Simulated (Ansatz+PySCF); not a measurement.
Results of a calculation; reference values are marked as such.
Several solutions for singlet C4H8

```
atom    x (Å)    y (Å)    z (Å)
   C   0.0000   0.0037  -0.6149
   C   0.0000  -0.0037   0.6149
   C   0.0000   1.1274  -1.4050
   C   0.0000  -1.1274   1.4050
   H   0.0000  -0.8843  -1.0984
   H   0.0000   0.8843   1.0984
   H   0.0000   1.9744  -0.8505
   H   0.8124   1.1514  -2.0131
   H  -0.8124   1.1514  -2.0131
   H   0.0000  -1.9744   0.8505
   H   0.8124  -1.1514   2.0131
   H  -0.8124  -1.1514   2.0131
```

Basis set: def2-SVP (spherical functions). Charge 0, multiplicity 1.

CASSCF(2,2) was run from several starts with Ansatz (development build ahead of 0.2.0) and PySCF 2.14.0. The starts are those of the Hartree–Fock orbitals from which the active space was taken at the frontier.

```
run  program                        start  converged  energy (hartree)  <S²>
  A    PySCF             program defaults        yes        -155.92514  0.00
  B   Ansatz      atomic start, no search        yes        -155.94407  0.00
  C   Ansatz      stability test followed        yes        -155.94407  0.00
  D   Ansatz  search for the lowest state        yes        -155.94407  0.00
```

Question: Which runs reached the lowest solution of this kind, and what is wrong with the others?

Answer: B, C, D reached the lowest solution found. Converged but too high: A by 0.52 eV. Convergence only shows a stationary point; in CASSCF the end hangs on which orbitals enter the active space. Caution: other starts end on other solutions of this active space.
